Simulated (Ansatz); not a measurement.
# SiPN+ (doublet): wave-function methods side by side, def2-TZVPP

An exercise on one series of results from a longer session: the logs are not shown, and one member is left open.

The runs use Ansatz 0.2.0, Gaussian basis; def2-TZVPP, core rule «outside noble gas», up to 11 orbitals frozen.

Plan: UHF; ROHF; CCSD(T) on UHF.

2 further runs of the same task are left out: 2 set aside as unsound or not needed.

### What is computed

The geometry is a PBE0/def2-TZVP stationary point (not a proven minimum) of the parent state, kept for this charge and spin.

3 atoms, charge 1, spin multiplicity 2.

Atoms are counted from 1 here; the program's logs count them from 0.

Bond lengths: P1–N2 1.566 Å, N2–Si3 1.632 Å. Angles: P1–N2–Si3 180.0°.

Set-up of the first run:

Input file in.yaml:

```yaml
crystal:
  periodic: [false, false, false]
  atoms:
    - {symbol: P, position_ang: [0.000000, 0.000000, 1.588200]}
    - {symbol: N, position_ang: [0.000000, 0.000000, 0.021900]}
    - {symbol: Si, position_ang: [0.000000, 0.000000, -1.610100]}
basis:
  gaussian: {orbitals: def2-TZVPP}
total_charge: 1
magnetization: {spin_polarized: true, initial_magnetization: 1}
hamiltonian: {xc: hf}
output: {orbitals: {seedname: orbitals}}
```

Command:

```sh
ansatz run in.yaml --threads 1 --pin off --events-out ev --progress --plain --max-ram 4096MiB --backend cpu
```

Among the steps run: UHF; ROHF; CCSD(T) on UHF.

One table of the session follows, with a row left open; its other results are not shown here.

| method | from UCCSD(T) (meV) |
| --- | --- |
| ROHF | ? |
| UHF | +11452.5 |
| UMP2 | +1306.4 |
| UCCSD | +625.5 |
| UCCSD(T) | 0 |

Q: Estimate the row for ROHF from the others.

The run gave: from UCCSD(T) (meV): +11624.9. In the column «from UCCSD(T) (meV)» it is the highest.
